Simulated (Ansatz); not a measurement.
# AlH2(CN) (CH2AlN): structure and electronic state

What does AlH2(CN) (CH2AlN) look like as a singlet, and where do its frontier electrons sit?

Method: RKS PBE0-D4/def2-TZVP; program: Ansatz 0.2.0, Gaussian basis.

Levels to be run: relaxation at r2SCAN-D4/def2-TZVP; a single point at PBE0-D4/def2-TZVP.

### Step 1. Starting geometry

5 atoms, charge 0, spin multiplicity 1.

Atoms are counted from 1 here; the program's logs count them from 0.

Bond lengths: Al1–H2 1.545 Å, Al1–H3 1.546 Å, Al1–C4 1.977 Å, C4–N5 1.154 Å. Angles: H2–Al1–H3 119.5°, H2–Al1–C4 120.1°, H3–Al1–C4 120.4°, Al1–C4–N5 179.7°.

As a file:

```xyz
5
charge 0, multiplicity 1
Al    0.35332    0.61607    0.00794
H     1.89757    0.61840    0.05874
H    -0.41024    1.95983   -0.02384
C    -0.63473   -1.09576   -0.01475
N    -1.20591   -2.09853   -0.02808
```

The start is a GFN2-xTB geometry.

### Step 2. Relaxation at r2SCAN-D4/def2-TZVP

in.yaml

```yaml
crystal:
  periodic: [false, false, false]
  atoms:
    - {symbol: Al, position_ang: [0.353320, 0.616070, 0.007940]}
    - {symbol: H, position_ang: [1.897570, 0.618400, 0.058740]}
    - {symbol: H, position_ang: [-0.410240, 1.959830, -0.023840]}
    - {symbol: C, position_ang: [-0.634730, -1.095760, -0.014750]}
    - {symbol: N, position_ang: [-1.205910, -2.098530, -0.028080]}
basis:
  gaussian: {orbitals: def2-TZVP}
hamiltonian: {xc: r2scan, dispersion: d4}
scf: {lower_state_search: "off"}
output: {orbitals: {seedname: orbitals}}
relax: {f_tol: 0.02, max_steps: 100}
```

Started as:

```console
> ansatz run in.yaml --threads 4 --pin off --events-out ev --progress --plain --max-ram 3916MiB
```

The runs that follow: Single point, PBE0-D4/def2-TZVP.

**Question.** What will the summary of the whole plan be? Wanted: point group; Al–C bond; HOMO, LUMO at PBE0-D4/def2-TZVP; dipole at r2SCAN-D4/def2-TZVP.

The runs gave:

| quantity | value |
| --- | --- |
| point group | C2v |
| Al–C bond | 1.936 Å |
| HOMO, LUMO at PBE0-D4/def2-TZVP | -9.24, -2.56 eV |
| dipole at r2SCAN-D4/def2-TZVP | 3.30 D |

What this shows: The molecule keeps its bonding pattern by the stored test; the atoms moved 0.06 Å (rms). No usable vibrations, so a minimum isn't proven.
